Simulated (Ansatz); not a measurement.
Ideal-gas functions of C$_{2}$H$_{2}$FNO, SMILES `NC(F)=C=O` at 600 K and 1 bar, from an Ansatz frequency run at PBE0-D4/def2-TZVP.

Molar mass 75.04 g/mol, point group Cs (symmetry number 1), electronic degeneracy 1, moments of inertia 52.152, 125.354, 174.658 u Å². Harmonic wavenumbers (cm⁻¹, unscaled): 196, 289, 410, 415, 516, 601, 688, 817, 1197, 1236, 1497, 1664, 2265, 3542, 3627.

Use S(trans) = R[1.5 ln M + 2.5 ln T − 1.1517]; rotational temperatures θ = 24.2544 K / I; S(rot) = R[ln(√π/σ · √(T³/θAθBθC)) + 1.5]; for each mode x = 1.438777 ν̃/T, S = R[x/(eˣ − 1) − ln(1 − e⁻ˣ)] and H = RT x/(eˣ − 1); 1 cm⁻¹ = 0.0119627 kJ/mol; R = 8.31446 J/(mol·K).

Q: By hand: the entropy, in J/(mol·K).

A: Translation 177.2. Rotation: θ = 0.4651, 0.1935, 0.1389 K, giving 115.2. Vibration, mode by mode: 14.67, 11.53, 8.78, 8.69, 7.05, 5.96, 5.03, 3.94, 1.92, 1.78, 1.08, 0.78, 0.24, 0.02, 0.01, in all 71.5. Electronic 0.0. Sum 363.9 J/(mol·K).

Q: By hand: H − E and G − E in kJ/mol, counted from the electronic energy.

A: Zero-point energy ½ × 18960 × 0.0119627 = 113.4; thermal vibration 24.2; translation, rotation and pV give 4 RT = 20.0. H − E = 157.6 kJ/mol, and G − E = 157.6 − 600 × 363.9/1000 = -60.7 kJ/mol.

Vibration gives 20 % of the entropy. The sum counts one conformer and one mirror image; others add a mixing term.
